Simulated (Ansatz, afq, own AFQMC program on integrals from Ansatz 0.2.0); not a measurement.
# Breaking Si3–C2 in C2HCl2FSi, singlet

```yaml
atoms:
  - { symbol: C, position_ang: [1.5958, -0.4314, 1.1852] }
  - { symbol: C, position_ang: [0.6382, -0.2088, 0.4703] }
  - { symbol: Si, position_ang: [-0.7826, 0.1306, -0.5921] }
  - { symbol: F, position_ang: [-1.5195, -1.2504, -0.9564] }
  - { symbol: Cl, position_ang: [-0.1877, 0.9988, -2.3331] }
  - { symbol: Cl, position_ang: [-2.1267, 1.3228, 0.3624] }
  - { symbol: H, position_ang: [2.4438, -0.6296, 1.8180] }
```

Products: SiCl$_{2}$F (doublet; F–Si(–Cl)–Cl) and C$_{2}$H (doublet; CH–C), each relaxed with PBE0/def2-SVP like the molecule; electronic energies without zero-point terms. Determinants: RHF, UHF and ROHF in that order.

Basis def2-SVP. Only valence electrons are correlated. Ansatz 0.2.0 and our own AFQMC program on the same integrals; the CISD trial comes from CCSD amplitudes, and released means the phaseless constraint is let go. Uncertainties: one standard error, sampling alone. The errors of all members are added in quadrature.

No full CI on the walks' own integrals is used here. The released AFQMC energy serves as the reference, which it does only where one determinant dominates, the energy is flat over the last release times and near the phaseless one (40 meV or 2 meV an electron, half that with transition metals). On small molecules, where full CI could be run and the noise was under 10 meV, such values lay within 10 meV of it in 19 cases of 20, a flattering rate, since the rule was set on those same cases; what remains of the bias isn't in the error bar. Each member takes its own surest rung, up to full CI.

Errors are counted within def2-SVP, not against nature.

Cautions: C₂HCl₂FSi (singlet): the released value is read at 0.60 1/Eh with a noise of 11 meV, more than in the cases checked (meV from the phaseless value at times in 1/Eh: -21 ± 12 at 0.20, -34 ± 12 at 0.40, -29 ± 11 at 0.60); SiCl₂F (doublet): the released value is read at 0.60 1/Eh (meV from the phaseless value at times in 1/Eh: -7 ± 9 at 0.20, -14 ± 9 at 0.40, -16 ± 9 at 0.60); C2H (doublet): its ph-AFQMC/CISD value lies 51 ± 5 meV above CCSDTQ.

```
level  bond energy (kJ/mol)
  MP2                 563.3
 CCSD                 532.7
```

(1) From these cheaper values, estimate the bond energy at the reference level in def2-SVP.

(1) 535.9 ± 1.4 kJ/mol (AFQMC with the constraint released in def2-SVP).

```csv
level,bond energy (kJ/mol),error against released AFQMC (kJ/mol)
HF,478.3,-57.6 ± 1.4
CCSD(T),537.4,1.5 ± 1.4
ph-AFQMC/CISD,539.6 ± 1.2,3.7 ± 1.8
```

Correlation beyond CCSD(T) changes it by less than twice the noise. The perturbative (T) step is worth +4.7 kJ/mol.

Released energies are given only where the last usable release times agree within the noise; a slower fall can still hide under it.
